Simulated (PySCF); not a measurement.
AlC⁻: from constants to spectrum

ROHF-CCSD(T) constants of AlC⁻, ³Π (triplet), unpaired electrons σ ↑, π ↑ (basis Al aug-cc-pVDZ-DK, C aug-cc-pVDZ-DK; spin-free X2C with a Gaussian nucleus; PySCF 2.14; masses 26.9815 and 12.0000 u):

| Item | Value |
| --- | --- |
| ωe | 659.2 cm⁻¹ |
| ωexe | 5.4 cm⁻¹ |
| Be | 0.54082 cm⁻¹ |
| αe | 0.00571 cm⁻¹ |
| De to Al + C⁻ | 2.85 eV |

Problem. What force constant and bond length do these constants imply?

Solution. Reduced mass μred = 8.3059 u; k = 5.8918×10⁻⁷·μred·ωe² (u, cm⁻¹, mdyn/Å) = 2.13 mdyn/Å; Re = √(16.8576/(μred·Be)) (u, cm⁻¹, Å) = 1.937 Å.

Problem. Estimate the centrifugal constant D from the Kratzer relation and find the Dunham coefficient a1.

Solution. D = 4Be³/ωe² = 1.46e-06 cm⁻¹; a1 = −1 − αeωe/(6Be²) = -3.14.

Correlated steps freeze 6 core orbitals. Correlated levels converge slowly with the basis: in double zeta they bind strong bonds too weakly, by up to about 1 eV, and carry superposition errors of some tenths. For an ion De counts to the pair picked by the measured ionisation energies or electron affinities, which need not be the lowest pair at this level. The CCSD T1 diagnostic is raised, a sign that a single reference may not be enough here. The state is the lowest determinant that a PBE0 search found; another state may lie lower at other levels.
